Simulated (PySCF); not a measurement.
C5H5Cl.
SMILES with atom numbers: `[CH2:1]=[C:2]1[CH:3]=[C:4]1[CH2:5][Cl:6]` (hydrogens: H7, H8 on C1; H9 on C3; H10, H11 on C5)

All values: B3LYP/def2-SVPD (PySCF, non-relativistic), on one gas-phase PBE0-D3(BJ)/def2-SVP geometry that isn't relaxed in the solvent. The solvent is an IEF-PCM continuum (cavity from Bondi-type radii × 1.2), and excitations are vertical TDDFT with non-equilibrium linear response and a frozen core. The model holds no explicit solvent molecules, cavitation or dispersion.

Gas-phase singlets (H = HOMO, L = LUMO):

| state | E (eV) | λ (nm) | f | leading configuration |
| --- | --- | --- | --- | --- |
| S1 | 4.246 | 292 | 0.021 | H→L 98% |
| S2 | 4.864 | 255 | 0.002 | H→L+1 99% |
| S3 | 5.410 | 229 | 0.005 | H→L+2 97% |
| S4 | 6.221 | 199 | 0.001 | H→L+4 49% |
| S5 | 6.248 | 198 | 0.001 | H-1→L 50% |

**Question.** What are the lowest 5 singlets in tetrahydrofuran (ε = 7.426)?

**Answer.** 
| state | E (eV) | λ (nm) | f | leading configuration | change by rank (eV) |
| --- | --- | --- | --- | --- | --- |
| S1 | 4.472 | 277 | 0.029 | H→L 99% | +0.226 |
| S2 | 5.062 | 245 | 0.002 | H→L+1 98% | +0.198 |
| S3 | 5.565 | 223 | 0.011 | H→L+2 94% | +0.155 |
| S4 | 6.338 | 196 | 0.018 | H→L+4 70% | +0.117 |
| S5 | 6.362 | 195 | 0.008 | H-1→L 75% | +0.114 |

**Question.** How does the list change in acetone (ε = 20.49)?

**Answer.** 
| state | E (eV) | λ (nm) | f | leading configuration | change by rank (eV) |
| --- | --- | --- | --- | --- | --- |
| S1 | 4.513 | 275 | 0.028 | H→L 98% | +0.267 |
| S2 | 5.095 | 243 | 0.002 | H→L+1 98% | +0.231 |
| S3 | 5.589 | 222 | 0.012 | H→L+2 94% | +0.179 |
| S4 | 6.356 | 195 | 0.019 | H→L+4 73% | +0.135 |
| S5 | 6.380 | 194 | 0.007 | H-1→L 77% | +0.132 |

**Question.** The ground-state energy changes by -0.205 eV from gas to acetone. By how much does the total energy of gas-phase S1 change?

**Answer.** E(S1) = E(S0) + excitation energy, so it changes by -0.205 + 0.267 = +0.062 eV: it isn't lowered at all, while the ground state is. This is the vertical state, with the slow part of the continuum still set for S0.

**Question.** How do the frontier levels move from gas to acetone?

**Answer.** 
```json
{"orbital": "LUMO+2", "gas (eV)": "0.29", "solvent (eV)": "0.49", "change (eV)": "+0.20"}
{"orbital": "LUMO+1", "gas (eV)": "-0.24", "solvent (eV)": "-0.06", "change (eV)": "+0.18"}
{"orbital": "LUMO", "gas (eV)": "-0.85", "solvent (eV)": "-0.62", "change (eV)": "+0.23"}
{"orbital": "HOMO", "gas (eV)": "-5.93", "solvent (eV)": "-5.97", "change (eV)": "-0.04"}
{"orbital": "HOMO-1", "gas (eV)": "-8.40", "solvent (eV)": "-8.34", "change (eV)": "+0.06"}
{"orbital": "HOMO-2", "gas (eV)": "-8.66", "solvent (eV)": "-8.59", "change (eV)": "+0.07"}
{"orbital": "HOMO-3", "gas (eV)": "-9.08", "solvent (eV)": "-9.03", "change (eV)": "+0.05"}
```

The HOMO–LUMO gap goes from 5.08 to 5.35 eV.

Time: 13 s of wall time. Hardware: an x86-64 server with one thread, shared host. This is the whole response run at B3LYP/def2-SVPD in acetone, SCF included.

Conformer computed: `[CH2:1]=[C:2]1[CH:3]=[C:4]1[CH2:5][Cl:6]`: C3–C4–C5–Cl6 0°.
